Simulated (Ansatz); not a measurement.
# C2H5ClN2: basis-set convergence

How large a basis does C2H5ClN2 need? Two functionals are run in growing sets.

The runs use Ansatz 0.2.0, Gaussian basis; one geometry, several basis sets.

The runs, in order: PBE0-D4/def2-SVP; ωB97M-V/def2-SVP; PBE0-D4/def2-QZVPP; ωB97M-V/def2-QZVPP; the functionals' def2-TZVPP values are taken from earlier runs.

### 1 The geometry

All runs share one geometry, relaxed beforehand with PBE0-D4 in a triple-zeta def2 set.

SMILES `C/N=C(/N)Cl`, 10 atoms, charge 0, spin multiplicity 1.

Atoms are counted from 1 here; the program's logs count them from 0.

Bond lengths: C1–N2 1.431 Å, C1–H6 1.095 Å, C1–H7 1.094 Å, C1–H8 1.093 Å, N2–C3 1.245 Å, C3–N4 1.363 Å, C3–Cl5 1.783 Å, N4–H9 1.004 Å, N4–H10 1.007 Å. Angles: N2–C1–H6 113.4°, N2–C1–H7 109.4°, N2–C1–H8 109.4°, H6–C1–H7 108.7°, H6–C1–H8 108.7°, H7–C1–H8 107.0°, C1–N2–C3 124.4°, N2–C3–N4 124.6°, N2–C3–Cl5 125.1°, N4–C3–Cl5 110.3°, C3–N4–H9 117.3°, C3–N4–H10 114.3°, H9–N4–H10 116.8°.

### 2 PBE0-D4 in def2-SVP

in.yaml reads:

```yaml
crystal:
  periodic: [false, false, false]
  atoms:
    - {symbol: C, position_ang: [-0.956949, -0.247313, 1.341066]}
    - {symbol: N, position_ang: [0.189828, -0.416516, 0.502647]}
    - {symbol: C, position_ang: [0.370643, 0.186204, -0.571825]}
    - {symbol: N, position_ang: [1.502402, 0.098810, -1.326787]}
    - {symbol: Cl, position_ang: [-0.777601, 1.332116, -1.310838]}
    - {symbol: H, position_ang: [-1.695073, 0.451676, 0.933839]}
    - {symbol: H, position_ang: [-0.639180, 0.112611, 2.323719]}
    - {symbol: H, position_ang: [-1.438997, -1.216239, 1.496415]}
    - {symbol: H, position_ang: [1.421325, 0.316078, -2.304037]}
    - {symbol: H, position_ang: [2.106802, -0.668627, -1.081297]}
basis:
  gaussian: {orbitals: def2-SVP}
hamiltonian: {xc: pbe0, dispersion: d4}
output: {orbitals: {seedname: orbitals}}
```

Run with:

```console
> ansatz run in.yaml --threads 4 --pin off --events-out ev --progress --plain --max-ram 10444MiB
```

After this run come: ωB97M-V in def2-SVP; PBE0-D4 in def2-QZVPP; ωB97M-V in def2-QZVPP.

**Question.** What will the summary of the whole plan be? Wanted: PBE0-D4: double and triple zeta above quadruple; ωB97M-V: double and triple zeta above quadruple.

As calculated:

| quantity | value |
| --- | --- |
| PBE0-D4: double and triple zeta above quadruple | 10.78, 0.66 eV |
| ωB97M-V: double and triple zeta above quadruple | 10.94, 0.63 eV |

PBE0-D4 gains 10.12 eV from double to triple zeta, then 0.66 eV more. Total energies overstate the basis error of differences, where much of it tends to cancel. The LUMO of ωB97M-V is positive and keeps falling with the basis (3.24 to 1.73 eV): an unbound level that the basis holds in place.
